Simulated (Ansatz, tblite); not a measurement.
Removing an electron: Si₂H₃⁻ (the lowest singlet isomer of a short search). Charge -1, multiplicity 1. Geometry: PBE0-D4/def2-TZVPD. Ansatz, gas phase; energy differences of separate SCF runs; the oxidised species was run as a doublet alone.

```xyz
5

Si   -0.045   -1.710   -0.050
Si    0.231    0.447   -0.283
H    -0.921   -1.435    1.189
H    -0.303    1.605    0.525
H     1.039    1.094   -1.381
```

The xTB rows come from tblite. Correlated methods freeze 10 core orbitals. The structure comes from a short search, and lower isomers may exist.

| level | −HOMO (eV) | vertical IE (eV) | −LUMO (eV) | HOMO–LUMO gap (eV) | remarks |
| --- | --- | --- | --- | --- | --- |
| GFN1-xTB | 6.00 | 7.25 | 3.98 | 2.02 | – |
| GFN2-xTB | 1.54 | 4.25 | 0.07 | 1.47 | – |
| PBE-D4/def2-TZVPD | -0.35 | 2.26 | -2.76 | 2.41 | HOMO above zero (-1 singlet) |
| r2SCAN-D4/def2-TZVPD | -0.18 | 2.20 | -2.88 | 2.70 | HOMO above zero (-1 singlet) |
| PBE0-D4/def2-TZVPD | 0.40 | 2.18 | -3.42 | 3.81 | – |
| MP2/def2-TZVPPD | – | 2.24 | – | – | restricted SCF unstable (-1 singlet) |
| CCSD/def2-TZVPPD | – | 2.09 | – | – | restricted SCF unstable (-1 singlet) |
| CCSD(T)/def2-TZVPPD | – | 2.24 | – | – | restricted SCF unstable (-1 singlet) |

Run but left out: HF/def2-TZVPPD (singlet: restricted singlet, unstable towards broken spin symmetry).  A HOMO above zero means that the electron is unbound at that level or that self-interaction error raises the level; the energy of removing that electron tells which. Raw xTB energy differences between charge states are shifted by several eV; the methods need an empirical correction for them.
